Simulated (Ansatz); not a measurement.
Z-matrix (Å, degrees):
```
C
C 1 1.332
H 1 1.085 2 121.4
H 1 1.083 2 121.4 3 180.0
C 2 1.445 1 124.3 3 0.0
H 2 1.088 1 119.2 3 -180.0
C 5 1.327 2 122.3 1 -180.0
H 5 1.086 2 118.9 1 -0.0
F 7 1.334 5 122.0 2 180.0
H 7 1.085 5 125.4 2 -0.0
```

Charge 0, multiplicity 1.

Problem. List the PBE0/def2-TZVPP orbital energies in eV (the Gaussian-basis code of Ansatz). (Best estimate.)

Solution. Computed: Occupied: -674.52, -280.56, -278.66, -278.52, -278.19, -34.50, -23.03, -20.89, -17.57, -16.22, -14.81, -14.33, -13.34, -12.23, -12.00, -10.66, -10.23, -9.44, -6.74. Lowest empty: -0.77, 1.50, 1.77, 2.13, 2.70, 2.83, 3.49, 4.09.
